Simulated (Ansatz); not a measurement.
Basis sets compared for Me2S2 (C2H6S2). Charge 0, multiplicity 1. Geometry PBE-D4/def2-SVP. Ansatz on 4 threads of Intel Xeon 6975P-C on a shared host; times are rough, and most runs start from earlier orbitals.

```csv
atom,x (Å),y (Å),z (Å)
C1,-1.1521,0.5486,1.4010
S2,0.6530,0.2468,1.4179
S3,1.2386,0.8582,-0.4760
C4,0.9833,-0.6471,-1.4850
H5,-1.5158,0.2817,2.4146
H6,-1.3712,1.6152,1.2029
H7,-1.6645,-0.0922,0.6569
H8,1.5852,-1.4898,-1.0943
H9,-0.0867,-0.9296,-1.5306
H10,1.3303,-0.3918,-2.5075
```

Binding counts from free atoms (C triplet, S triplet, H doublet) in the same basis, without a counterpoise term.

```csv
level,functions,energy (Eh),HOMO (eV),LUMO (eV),binding per atom (eV),wall time
HF/STO-3G,34,-864.6601,-6.79,9.18,3.27,0.1 s
PBE-D4/def2-SVP,94,-875.4465,-5.42,-1.15,3.68,0.4 s
PBE0-D4/def2-SVP,94,-875.5267,-6.69,-0.16,3.61,0.55 s
```

Question: Estimate the rows for HF/def2-TZVP, PBE-D4/def2-TZVP, PBE0-D4/def2-TZVP.

Answer: 
| level | functions | energy (Eh) | HOMO (eV) | LUMO (eV) | binding per atom (eV) | wall time |
| --- | --- | --- | --- | --- | --- | --- |
| HF/def2-TZVP | 172 | -874.3414 | -9.51 | 3.38 | 2.60 | 0.55 s |
| PBE-D4/def2-TZVP | 172 | -875.8213 | -5.55 | -1.41 | 3.69 | 0.7 s |
| PBE0-D4/def2-TZVP | 172 | -875.8962 | -6.75 | -0.41 | 3.62 | 1 s |
